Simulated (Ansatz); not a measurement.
# SiC (singlet): B3LYP, r2SCANh over a scan of the distance Si1–C2, 6-31G

Aim: run SiC (singlet) with these functionals over a scan of the distance Si1–C2, and hold them against the top wave-function level at the same points.

Program: Ansatz 0.2.0, Gaussian basis. Level of theory: 6-31G, all electrons in the functionals. These are calculated values, not measurements.

The runs, in order: B3LYP, r2SCANh, at 1.319 Å; 1.478 Å; 1.636 Å; 1.836 Å; 1.972 Å; 2.245 Å; 2.646 Å; 2.980 Å; 3.610 Å; 4.438 Å; 5.643 Å.

30 further runs of the same task are left out: 3 for a known fault of the program, 21 that didn't finish, 6 set aside as unsound or not needed.

## (1) The system

The geometry derives from a PBE0/def2-TZVP stationary point (not a proven minimum). One bond is set to the value named and the two fragments are kept rigid.

2 atoms, charge 0, spin multiplicity 1.

Atoms are counted from 1 here; the program's logs count them from 0.

Bond lengths: Si1–C2 1.636 Å.

No dispersion term is added. B3LYP takes the VWN-RPA correlation.

The geometry shown and the zero of energy belong to the point 1.636 Å. The yardstick, FCI, and other wave-function levels (R restricted, U unrestricted, valence and pair active spaces) come from earlier runs.

## (2) B3LYP, 1.319 Å

in.yaml

```yaml
crystal:
  periodic: [false, false, false]
  atoms:
    - {symbol: Si, position_ang: [0.000000, 0.000000, 0.000000]}
    - {symbol: C, position_ang: [0.000000, 0.000000, 1.319000]}
basis:
  gaussian: {orbitals: 6-31G}
magnetization: {spin_polarized: true, initial_magnetization: 0}
hamiltonian: {xc: {name: B3LYP}}
```

Started as:

```
$ ansatz run in.yaml --threads 1 --pin off --events-out ev --progress --plain --max-ram 2393MiB
```

Further steps of the session: B3LYP, 1.478 Å; B3LYP, 1.636 Å; B3LYP, 1.836 Å; B3LYP, 1.972 Å; B3LYP, 2.245 Å; B3LYP, 2.646 Å; B3LYP, 2.980 Å; B3LYP, 3.610 Å; B3LYP, 4.438 Å; B3LYP, 5.643 Å; r2SCANh, 1.319 Å; r2SCANh, 1.478 Å; r2SCANh, 1.636 Å; r2SCANh, 1.836 Å; r2SCANh, 1.972 Å; r2SCANh, 2.245 Å; r2SCANh, 2.646 Å; r2SCANh, 2.980 Å; r2SCANh, 3.610 Å; r2SCANh, 4.438 Å; r2SCANh, 5.643 Å.

Q: Predict the results of all the runs planned. Wanted: span of the FCI curve; largest miss, B3LYP; largest miss, r2SCANh.

**Answer**, as computed:

| quantity | value |
| --- | --- |
| span of the FCI curve | 439.6 kJ/mol |
| largest miss, B3LYP | -38.6 kJ/mol (1.972 Å) |
| largest miss, r2SCANh | -32.3 kJ/mol (1.972 Å) |

What this shows: Of the functionals, r2SCANh keep the smallest largest miss at the points compared (at most 32.3 kJ/mol) and B3LYP strays most (38.6 kJ/mol, at 1.972 Å). B3LYP, r2SCANh clearly break the spin symmetry at some points (⟨S²⟩ up to 2.00 above the pure value), so energy there is bought with a mixed spin. Functionals and the yardstick converge differently with the basis, so part of each miss in 6-31G is the basis.
